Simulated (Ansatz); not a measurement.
The inner images of a band of H6N3P (10 atoms, charge 0, multiplicity 1) are given out of order.

The calculation used RKS B3LYP-D4/def2-SVP (Ansatz).

Image 0:

```xyz
10
Properties=species:S:1:pos:R:3
N -1.058 -0.113 -1.124
P 0.573 -0.091 -0.585
N 0.282 -1.264 0.679
N 0.851 1.190 0.524
H -1.251 0.386 -1.988
H -1.799 0.005 -0.432
H 1.118 -1.404 1.246
H 0.003 -2.163 0.286
H 0.168 1.343 1.268
H 1.196 2.060 0.129
```

Image 6:

```xyz
10
Properties=species:S:1:pos:R:3
N -0.949 -0.244 -1.262
P 0.598 -0.073 -0.540
N 0.211 -1.178 0.770
N 0.578 1.367 0.388
H -1.044 0.232 -2.156
H -1.752 -0.050 -0.661
H 1.013 -1.318 1.386
H -0.065 -2.090 0.404
H 1.425 1.925 0.403
H 0.068 1.378 1.271
```

Problem. Put them in order from the first end to the last, with their energies above the first end.
A.
```xyz
10
Properties=species:S:1:pos:R:3
N -0.453 -0.118 -1.500
P 0.722 -0.332 -0.278
N -0.420 -1.088 0.834
N 0.852 1.229 0.442
H -0.104 0.248 -2.382
H -1.312 0.355 -1.213
H 0.048 -1.314 1.714
H -0.761 -1.972 0.448
H 1.543 1.301 1.187
H -0.031 1.641 0.751
```
B.
```xyz
10
Properties=species:S:1:pos:R:3
N -0.691 0.007 -1.353
P 0.718 -0.263 -0.436
N -0.084 -1.183 0.843
N 0.955 1.228 0.468
H -0.582 0.262 -2.328
H -1.524 0.395 -0.910
H 0.588 -1.438 1.571
H -0.426 -2.066 0.456
H 0.882 1.087 1.478
H 0.247 1.920 0.215
```
C.
```xyz
10
Properties=species:S:1:pos:R:3
N -0.567 -0.039 -1.426
P 0.728 -0.311 -0.354
N -0.264 -1.141 0.853
N 0.914 1.239 0.418
H -0.345 0.262 -2.369
H -1.413 0.394 -1.054
H 0.318 -1.388 1.658
H -0.596 -2.029 0.467
H 1.257 1.180 1.378
H 0.050 1.783 0.432
```
D.
```xyz
10
Properties=species:S:1:pos:R:3
N -0.829 -0.015 -1.280
P 0.682 -0.203 -0.502
N 0.079 -1.214 0.808
N 0.948 1.194 0.519
H -0.798 0.285 -2.250
H -1.632 0.348 -0.768
H 0.821 -1.453 1.469
H -0.272 -2.095 0.427
H 0.560 1.066 1.455
H 0.525 2.035 0.124
```
E.
```xyz
10
Properties=species:S:1:pos:R:3
N -0.960 -0.066 -1.200
P 0.628 -0.143 -0.550
N 0.209 -1.240 0.753
N 0.896 1.169 0.541
H -1.020 0.311 -2.142
H -1.729 0.246 -0.607
H 1.017 -1.449 1.341
H -0.144 -2.119 0.377
H 0.309 1.146 1.376
H 0.878 2.093 0.114
```

Solution. E (+7.0 kJ/mol), D (+25.5 kJ/mol), B (+35.5 kJ/mol), C (+24.5 kJ/mol), A (+8.5 kJ/mol).

Run time: 2.1 min on 1 thread of Arm Neoverse V1 (shared host), peak memory 0.18 GiB.
